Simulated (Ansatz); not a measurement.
Take a crystal in which Mg has been replaced by Sr on all its sites, with the cell rescaled by a rough guess (in some cases also distorted within its space group) and nothing relaxed:

```yaml
crystal:
  lattice:
    - [3.60817, 0.00000, 0.00000]
    - [0.00000, 5.61388, 0.00000]
    - [0.00000, 0.00000, 6.01068]
  atoms:
    - { symbol: Sr, position: [0.00000, 0.00000, 0.62626] }
    - { symbol: Sr, position: [0.00000, 0.50000, 0.31155] }
    - { symbol: Sr, position: [0.50000, 0.50000, 0.92308] }
    - { symbol: Si, position: [0.50000, 0.00000, 0.13911] }
```

Theory: DFT PBE, scalar-relativistic, plane waves, PAW in Ansatz 0.2.0.

Cutoff 420 eV; k points 12×8×8 on the computed 4-atom cell (Γ-centred); Gaussian smearing, width 0.10 eV; no spin polarisation.

What pressure does the cell carry?

The pressure is 5.3 GPa (positive in compression), so the cell would expand.

Is it a metal on this mesh?

Yes, a band crosses the Fermi level.

What is its energy against the elements in their standard states?

+0.369 eV/atom at this unrelaxed geometry, with the elements in the same functional.